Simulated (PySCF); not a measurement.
PySCF input:

```python
from pyscf import gto, scf, dft

mol = gto.M(
    atom='''
    C     1.31060113    0.01504024    0.00000187
    C     0.00000000   -0.00000000   -0.00000000
    C    -1.31060113   -0.01504024   -0.00000187
    H     1.87750632   -0.40569906   -0.83203234
    H     1.86769925    0.44867841    0.83203769
    H    -1.87662651    0.32924458   -0.86704697
    H    -1.86857905   -0.37222393    0.86704163
    ''',
    basis='def2-tzvpd',
    charge=1,
    spin=1,
    verbose=4,
)

mf = scf.UHF(mol).density_fit(auxbasis='def2-universal-jkfit')
mf.conv_tol = 1e-9
mf.max_cycle = 100
mf.max_memory = 1500
mf.kernel()
if not mf.converged:
    mf = mf.newton()
    mf.kernel(mf.make_rdm1())
for _ in range(2):
    mo, _, stable, _ = mf.stability(return_status=True)
    if stable:
        break
    mf.kernel(mf.make_rdm1(mo, mf.mo_occ))
mf.analyze()
```

### Question
What final total energy does it print?

### Answer
-115.60318 Eh (HF/def2-TZVPD).

The determinant is spin-contaminated: <S^2> is 0.85 against 0.75 for a pure state.
